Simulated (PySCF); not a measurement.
# Aluminium: highly charged ions in a basis for the neutral atom

Al⁶⁺ [He] 2s2 2p3, Al⁷⁺ [He] 2s2 2p2. All numbers are calculated (PySCF 2.14, scalar relativity by spin-free X2C-1e, in x2c-SVPall (4s3p1d, 18 functions)). No spin-orbit coupling, so a gap to NIST mixes the basis error with missing relativistic terms.

Changed run: basis of the neutral atom used for a highly charged ion. This setting is unsound on purpose.

```json
{"species": "Al⁶⁺", "method": "UHF", "sound run (hartree)": "not run", "changed run (hartree)": "-222.93443", "converged": "yes"}
{"species": "Al⁶⁺", "method": "r2SCAN", "sound run (hartree)": "not run", "changed run (hartree)": "-223.12457", "converged": "yes"}
{"species": "Al⁶⁺", "method": "PBE", "sound run (hartree)": "not run", "changed run (hartree)": "-223.01347", "converged": "yes"}
{"species": "Al⁷⁺", "method": "UHF", "sound run (hartree)": "not run", "changed run (hartree)": "-213.86037", "converged": "yes"}
{"species": "Al⁷⁺", "method": "r2SCAN", "sound run (hartree)": "not run", "changed run (hartree)": "-214.01497", "converged": "yes"}
{"species": "Al⁷⁺", "method": "PBE", "sound run (hartree)": "not run", "changed run (hartree)": "-213.92755", "converged": "yes"}
```

Ionisation energy of Al⁶⁺:

| method | changed run (eV) | NIST (eV) |
| --- | --- | --- |
| UHF | 246.92 | 241.76 ± 0.09 |
| r2SCAN | 247.88 | 241.76 ± 0.09 |
| PBE | 247.24 | 241.76 ± 0.09 |

The contracted functions were made for the neutral atom and can be too rigid for a highly charged ion.
